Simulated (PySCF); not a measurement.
Chlorine: a sound run and one with changed settings

Sound run: Cl [Ne] 3s2 3p5, Cl⁺ [Ne] 3s2 3p4. Computed with PySCF 2.14 in def2-SVP, with no relativity, point nucleus. In the sound run the correlated levels freeze [Ne]. The sound run starts from symmetry-adapted Hartree-Fock orbitals and uses a fine grid where one is needed.

Changed run: scalar relativity by spin-free X2C-1e. This setting is unsound on purpose.

| species | method | sound run (hartree) | changed run (hartree) | converged |
| --- | --- | --- | --- | --- |
| Cl | UHF | -459.31930 | -460.56776 | yes |
| Cl | M06-L | -459.99131 | -461.23931 | yes |
| Cl | TPSS | -460.00942 | -461.25696 | yes |
| Cl | MP2 | -459.42824 | -460.67674 | yes |
| Cl | CCSD(T) | -459.44599 | -460.69446 | yes |
| Cl⁺ | UHF | -458.88624 | -460.13515 | yes |
| Cl⁺ | M06-L | -459.51020 | -460.75861 | yes |
| Cl⁺ | TPSS | -459.53474 | -460.78283 | yes |
| Cl⁺ | MP2 | -458.97518 | -460.22408 | yes |
| Cl⁺ | CCSD(T) | -458.99536 | -460.24421 | yes |

Ionisation energy of Cl:

| method | sound run (eV) | changed run (eV) |
| --- | --- | --- |
| UHF | 11.784 | 11.772 |
| M06-L | 13.092 | 13.081 |
| TPSS | 12.917 | 12.902 |
| MP2 | 12.328 | 12.318 |
| SCS-MP2 | 12.313 | 12.302 |
| CCSD | 12.263 | 12.252 |
| CCSD(T) | 12.262 | 12.252 |

Most of the change in total energy is the relativistic energy itself. On top of that the contraction fixes the core shape for the Hamiltonian it was made with, so the changed run is not a good calculation with the other Hamiltonian either.

For comparison, NIST gives 12.968 eV between the lowest levels.
